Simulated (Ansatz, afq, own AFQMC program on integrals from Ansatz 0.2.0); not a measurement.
Integrals from Ansatz 0.2.0, then the random walk in our own AFQMC program (afq).

```yaml
crystal:
  periodic: [false, false, false]
  atoms:
    - {symbol: Br, position_ang: [0.000000, 0.000000, 0.000000]}
basis:
  gaussian: {orbitals: aug-cc-pVTZ}
magnetization: {spin_polarized: true, initial_magnetization: 1}
correlation: {method: ccsd_t, electrons: outside_noble_gas, hamiltonian_folder: ham}
```

```sh
$ ansatz run in.yaml --threads 1 --pin off --events-out ev --progress --plain --max-ram 24576MiB --backend cuda --devices 0, --max-vram 18GiB
```

afq runs on the folder ham with

```
--method phaseless --trial cisd --walkers 4000 --populations 20 --least-time 60 --time-step 0.005 --steps-per-block 50 --equilibration-blocks 28 --max-blocks 4000 --target-error 0.0001 --factor-cut 1e-05 --start spin_pure --seed 7763 --release-times 0.24,0.5,1,1.5 --release-step 0.02 --release-every 3 --taylor-order 6
```

Times are imaginary, in 1/Eh. The walk had a cap of 138 s. With eight or more populations the least sampling time is a fifth of least-time, and the error comes from their spread. Filled inner d shells are frozen with the cores.

Log:

```
orbitals 45  electrons 4 3  factors 308 of 376
reference energy -2572.44549839 Eh
CCSD correlation -0.15580512 Eh in 9 cycles, weight of the determinant in the CISD state 0.9330
energy of the start -2572.601162 Eh
 block  time / (1/Eh)  mean weight  energy / Eh
     1     0.250  1.0001  -2572.600825
     2     0.500  0.9998  -2572.602393
     3     0.750  1.0000  -2572.603888
     4     1.000  0.9998  -2572.604882
     5     1.250  0.9996  -2572.605486
    10     2.500  1.0000  -2572.606371
    15     3.750  0.9999  -2572.606846
    20     5.000  1.0000  -2572.606943
    25     6.250  0.9999  -2572.606813
    28     7.000  1.0000  -2572.606417
    30     7.500  0.9997  -2572.606611
    35     8.750  1.0002  -2572.606772
    40    10.000  1.0000  -2572.606747
    45    11.250  0.9999  -2572.606698
    50    12.500  1.0000  -2572.606803
    55    13.750  1.0003  -2572.607299
    60    15.000  1.0001  -2572.606845
    65    16.250  0.9999  -2572.606663
    70    17.500  0.9999  -2572.606509
    75    18.750  1.0000  -2572.606785
    78    19.500  1.0002  -2572.606664
error from the spread of 20 populations
released: time / (1/Eh)  energy / Eh  error  mean overlap
  0.24  -2572.606902  0.000052  1.0011
  0.50  -2572.606944  0.000041  1.0010
  1.00  -2572.607009  0.000035  1.0017
  1.50  -2572.607019  0.000035  1.0011
energy -2572.606833 +/- 0.000062 Eh
(rows thinned)
```

The run passed its tests (sampling time, drift between the halves within three errors, error under three times the target), which doesn't prove that it has relaxed.

Against this walk (error 1.7 meV) on the same determinant: CCSD(T) 14.5 meV higher, CCSDT(Q) 5.5 meV lower. The error is statistical and leaves out the bias of the constraint. Released to 1.50 1/Eh the energy lies 5.1 ± 1.9 meV (both errors) below the phaseless value, which shows part or all of the bias of the constraint, and CCSDT(Q) lies 0.4 meV below the released value.

Cautions: constraint bias not in the error; no relativity below Rb; no spin-orbit coupling; inner d shell frozen.

The walk took 67 s on 1 × NVIDIA H100 80GB HBM3 with 2 threads of AMD EPYC 7R13 Processor (Zen 3), on a shared host (the card was shared). The log's last line is the phaseless energy.

CCSDT and higher add their correlation energy to the determinant of the CCSD(T) run, since their own runs factorise the integrals more tightly (a shift of under 2 meV). A walk keeps the symmetry of its determinant, which the program's search chose and which needn't be the lowest solution, so a lower state of the same spin and another symmetry isn't excluded.
